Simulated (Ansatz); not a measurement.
# Worked example: H₂Ge–GeH₂⁺, quartet against H2Ge–GeH2, triplet

Geometry (PBE0/def2-TZVP stationary point of a triplet), kept for both states (H2Ge–GeH2, triplet: B2; H2Ge–GeH2⁺, quartet: B2):

```csv
atom,x (Å),y (Å),z (Å)
Ge,0.0192,0.0000,1.2276
Ge,0.0192,0.0000,-1.2276
H,-0.6906,1.2523,1.8004
H,-0.6906,-1.2523,1.8004
H,-0.6906,1.2523,-1.8004
H,-0.6906,-1.2523,-1.8004
```

Basis cc-pVDZ; Ansatz 0.2.0. Correlated methods freeze the noble-gas cores and the filled d shells of p-block atoms. R marks a restricted (for open shells ROHF) determinant, U an unrestricted one. No spin–orbit coupling is included, and no scalar relativity.

Full CI isn't at hand for all of this; UCCSDT(Q) serves as the reference, and is uncertain by about the last step of the cluster series.

```csv
level,"E(H2Ge–GeH2, triplet) (hartree)","E(H2Ge–GeH2⁺, quartet) (hartree)"
UHF,-4152.939243,-4152.580025
UMP2,-4153.100732,-4152.721662
UCCSD(T),-4153.146896,-4152.768398
PBE,-4155.622737,-4155.244648
r2SCAN,-4156.242823,-4155.859831
UCCSDT(Q),-4153.148251,-4152.769965
```

Problem. Give the vertical gap, H2Ge–GeH2⁺ quartet less H2Ge–GeH2 triplet, at each level in eV (1 hartree = 27.2114 eV), and each error against UCCSDT(Q).

Solution. UCCSDT(Q): (-4152.769965 − (-4153.148251)) × 27.2114 = 10.294 eV (the reference)
r2SCAN: (-4155.859831 − (-4156.242823)) × 27.2114 = 10.422 eV, error 0.128 eV
PBE: (-4155.244648 − (-4155.622737)) × 27.2114 = 10.288 eV, error -0.006 eV
UCCSD(T): (-4152.768398 − (-4153.146896)) × 27.2114 = 10.299 eV, error 0.005 eV
UMP2: (-4152.721662 − (-4153.100732)) × 27.2114 = 10.315 eV, error 0.021 eV
UHF: (-4152.580025 − (-4152.939243)) × 27.2114 = 9.775 eV, error -0.519 eV

Total energies of functionals can't be set beside those of wave-function methods, since they hold the core's correlation and their own absolute errors; only the differences compare.

In so small a basis the reference is far from its limit while semilocal and hybrid functionals are nearer theirs, so the functionals' errors here hold much of the reference's basis and frozen-core error, which can add to them or hide them.

Each level lands on the state that its own search finds. T1 diagnostics of restricted CCSD: 0.017 and 0.023.
